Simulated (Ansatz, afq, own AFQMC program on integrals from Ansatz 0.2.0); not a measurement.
Two steps: Ansatz 0.2.0 writes the Fock matrix and Cholesky factors of the valence space, and afq projects on them the lowest state that overlaps trial and start.

```yaml
crystal:
  periodic: [false, false, false]
  atoms:
    - {symbol: Si, position_ang: [-0.080890, 0.000000, 0.000000]}
    - {symbol: H, position_ang: [-0.575762, 1.399708, 0.000000]}
    - {symbol: H, position_ang: [-0.575761, -0.699854, 1.212183]}
    - {symbol: H, position_ang: [-0.575762, -0.699854, -1.212183]}
    - {symbol: H, position_ang: [1.532110, 0.000000, 0.000000]}
    - {symbol: H, position_ang: [2.449110, 0.000000, 0.000000]}
basis:
  gaussian: {orbitals: cc-pVTZ}
magnetization: {spin_polarized: true, initial_magnetization: 1}
correlation: {method: ccsd_t, electrons: outside_noble_gas, hamiltonian_folder: ham}
```

```sh
$ ansatz run in.yaml --threads 1 --pin off --events-out ev --progress --plain --max-ram 16896MiB --backend cuda --devices 0, --max-vram 18GiB
```

afq runs on the folder ham with

```
--method phaseless --trial cisd --walkers 1100 --populations 20 --least-time 60 --time-step 0.005 --steps-per-block 50 --equilibration-blocks 28 --max-blocks 4000 --target-error 0.00018 --factor-cut 1e-05 --start spin_pure --seed 9193 --release-times 0.24,0.51,0.99,1.62,2.4 --release-step 0.03 --release-every 3 --taylor-order 6
```

Times are imaginary, in 1/Eh. The walk had a cap of 238 s. With eight or more populations the least sampling time is a fifth of least-time, and the error comes from their spread.

afq prints:

```
orbitals 99  electrons 5 4  factors 571 of 575
reference energy -291.73263305 Eh
CCSD correlation -0.19037995 Eh in 10 cycles, weight of the determinant in the CISD state 0.9009
energy of the start -291.922426 Eh
 block  time / (1/Eh)  mean weight  energy / Eh
     1     0.250  1.0001  -291.920976
     2     0.500  1.0006  -291.922303
     3     0.750  0.9994  -291.923649
     4     1.000  1.0001  -291.924808
     5     1.250  1.0000  -291.925338
    12     3.000  1.0000  -291.927697
    19     4.750  1.0004  -291.928225
    26     6.500  1.0007  -291.928494
    30     7.500  0.9999  -291.929521
    33     8.250  1.0002  -291.928761
    40    10.000  0.9997  -291.928588
    44    11.000  0.9997  -291.927971
    47    11.750  1.0004  -291.928339
    54    13.500  1.0002  -291.929476
    61    15.250  0.9999  -291.928336
    68    17.000  1.0003  -291.928902
    75    18.750  0.9999  -291.928604
    78    19.500  1.0000  -291.928354
error from the spread of 20 populations
released: time / (1/Eh)  energy / Eh  error  mean overlap
  0.24  -291.928749  0.000088  0.9930
  0.51  -291.928745  0.000093  0.9878
  0.99  -291.928785  0.000099  0.9836
  1.62  -291.928721  0.000102  0.9898
  2.40  -291.928704  0.000158  0.9893
energy -291.928689 +/- 0.000118 Eh
(rows thinned)
```

The run passed its tests (sampling time, drift between the halves within three errors, error under three times the target), which doesn't prove that it has relaxed.

Against this walk (error 3.2 meV) on the same determinant: CCSD(T) 25.5 meV higher, CCSDT(Q) 4.3 meV lower (within the noise). The error is statistical and leaves out the bias of the constraint. Released to 2.40 1/Eh the energy moves by 0 ± 5 meV (both errors), within twice the noise.

Cautions: constraint bias not in the error.

The walk took 74 s on 1 × NVIDIA H100 80GB HBM3 with 2 threads of AMD EPYC 7R13 Processor (Zen 3), on a shared host (the card was shared). The log's last line is the phaseless energy.

CCSDT and higher add their correlation energy to the determinant of the CCSD(T) run, since their own runs factorise the integrals more tightly (a shift of under 2 meV). A walk keeps the symmetry of its determinant, which the program's search chose and which needn't be the lowest solution, so a lower state of the same spin and another symmetry isn't excluded.
